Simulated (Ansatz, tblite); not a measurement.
# The cluster Li₃Te+: rung by rung

Aim: run the singlet of the cluster Li₃Te+ at one geometry on many levels, and compare frontier levels, spin and run time.

Method: as each input shows; program: Ansatz 0.2.0, Gaussian basis.

Levels to be run: GFN1-xTB, GFN2-xTB, PBE-D4/def2-TZVP, r2SCAN-D4/def2-TZVP, BLYP-D4/def2-TZVP, LDA/def2-TZVP, CAM-B3LYP-D4/def2-TZVP, LC-ωPBE/def2-TZVP, B2PLYP/def2-TZVP, PBE-D4/def2-SVP, PBE0-D4/def2-SVP, CCSD(T)/def2-TZVPP, MP2/def2-TZVP, RPA/def2-TZVP.

2 further runs of the same task are left out: 2 set aside as unsound or not needed. Runs told in other sessions of the task aren't counted.

## (1) The geometry

The geometry is that of the singlet, from an earlier relaxation (PBE0-D4/def2-TZVP). At that level it is the lowest of the isomers that a small search found.

4 atoms, charge 1, spin multiplicity 1.

Bond lengths: Li1–Te4 2.503 Å, Li2–Te4 2.503 Å, Li3–Te4 2.503 Å. Angles: Li1–Te4–Li2 112.8°, Li1–Te4–Li3 112.7°, Li2–Te4–Li3 112.7°.

Coordinates:

```xyz
4
charge 1, multiplicity 1
Li   -2.1185    0.7083   -0.9114
Li    0.0389   -1.4663    1.9154
Li    2.0193    1.1410   -0.6633
Te    0.0603   -0.3829   -0.3407
```

Te takes a core potential in the def2 sets. No spin-orbit coupling is included. The ion is computed in the gas phase, without counter-ions or solvent.

PBE0-D4/def2-TZVP was run before; its log isn't repeated, and its numbers join the tables.

## (2) GFN1-xTB

Tight binding, by tblite at 300 K electronic temperature and without a spin-polarisation term:

```python
tblite.interface.Calculator('GFN1-xTB', numbers, positions, charge=1, uhf=0).singlepoint()
```

Energy -124.3242 eV, HOMO -14.79 eV, LUMO -11.05 eV; 0.002 s.

## (3) GFN2-xTB

Tight binding, by tblite at 300 K electronic temperature and without a spin-polarisation term:

```python
tblite.interface.Calculator('GFN2-xTB', numbers, positions, charge=1, uhf=0).singlepoint()
```

Energy -97.2217 eV, HOMO -12.07 eV, LUMO -9.56 eV; 0.002 s.

## (4) PBE-D4/def2-TZVP

start.molden holds the orbitals of an earlier run on this state, given as this run's starting guess.

The input, in.yaml:

```yaml
crystal:
  periodic: [false, false, false]
  atoms:
    - {symbol: Li, position_ang: [-2.118498, 0.708289, -0.911373]}
    - {symbol: Li, position_ang: [0.038921, -1.466313, 1.915373]}
    - {symbol: Li, position_ang: [2.019254, 1.140960, -0.663314]}
    - {symbol: Te, position_ang: [0.060313, -0.382926, -0.340695]}
basis:
  gaussian: {orbitals: def2-TZVP, initial_orbitals: start.molden}
total_charge: 1
hamiltonian: {xc: pbe, dispersion: d4}
scf: {omitted_lower_state_checks: [starts]}
output: {orbitals: {seedname: orbitals}}
```

The run is started by

```bash
$ ansatz run in.yaml --threads 4 --pin off --events-out ev --progress --plain --max-ram 3916MiB
```

After this run come: r2SCAN-D4/def2-TZVP; BLYP-D4/def2-TZVP; LDA/def2-TZVP; CAM-B3LYP-D4/def2-TZVP; LC-ωPBE/def2-TZVP; B2PLYP/def2-TZVP; PBE-D4/def2-SVP; PBE0-D4/def2-SVP; CCSD(T)/def2-TZVPP; MP2/def2-TZVP; RPA/def2-TZVP.

**Question.** What will the summary of the whole plan be? Wanted: gap in def2-TZVP, named functionals, smallest and largest; correlation energy, CCSD(T)/def2-TZVPP; correlation energy, MP2/def2-TZVP; PBE0 total energy, smallest basis above largest.

As calculated:

| quantity | value |
| --- | --- |
| gap in def2-TZVP, named functionals, smallest and largest | 2.77 eV (BLYP-D4), 8.10 eV (LC-ωPBE) |
| correlation energy, CCSD(T)/def2-TZVPP | -15.55 eV |
| correlation energy, MP2/def2-TZVP | -15.42 eV |
| PBE0 total energy, smallest basis above largest | 0.60 eV (def2-SVP, def2-TZVP) |

What this shows: Orbital gaps of the named functionals in def2-TZVP span 2.77 eV (BLYP-D4) to 8.10 eV (LC-ωPBE); exact exchange widens it.
